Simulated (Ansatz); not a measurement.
Energy needed to pull apart CH3BSi, closed shell, into free ground-state atoms, from the structure below (displaced at random from a GFN2-xTB minimum); no zero-point or spin–orbit terms; open-shell atoms are treated unrestricted, in their ground-state multiplicity.

B1  (-0.506, -0.178, -1.177)
C2  (-0.135, -0.327, 0.230)
Si3  (0.743, 0.254, 1.588)
H4  (-1.277, -0.922, -1.629)
H5  (-0.050, 0.654, -1.909)
H6  (1.300, 0.518, 2.926)
(Å)

Program: Ansatz 0.2.0. Basis: def2-TZVPP. Cores are frozen in the correlated methods.

| method | atomization energy (kJ/mol) |
| --- | --- |
| PBE-D4 | 1967 |
| r2SCAN-D4 | 1929 |
| PBE0-D4 | 1906 |
| r2SCAN0-D4 | 1875 |
| BHLYP-D4 | 1833 |
| wB97M-V | 1897 |
| HF | ? |
| MP2 | ? |
| CCSD | 1800 |
| CCSD(T) | 1854 |

What does MP2 give? (An estimate is asked for; the value comes from the calculation.)

By the calculation: 1887 kJ/mol, which is about 33 kJ/mol more than CCSD(T)/def2-TZVPP.

What does HF give? (Judge from chemistry; the value comes from the calculation.)

Computed: 1319 kJ/mol, which is about 535 kJ/mol less than CCSD(T)/def2-TZVPP.

In triple zeta the MP2 and coupled-cluster atomization energies are still short of their basis limit by a few kcal/mol a bond, whereas those of the functionals are nearly converged, so these differences are not deviations from converged CCSD(T).

The T1 diagnostic stays at or below 0.035. The T1 diagnostic is large here, which may signal multireference character or strong orbital relaxation, so CCSD(T) is less sure. The restricted Hartree–Fock reference is unstable towards an unrestricted one here.

For scale, one of the runs: CCSD(T)/def2-TZVPP forces, 146 basis functions (an equivalent command: `ansatz run in.yaml --threads 4`). The run took 28 s on 4 CPU threads (shared host), with 1.6 GiB of host memory at its peak.
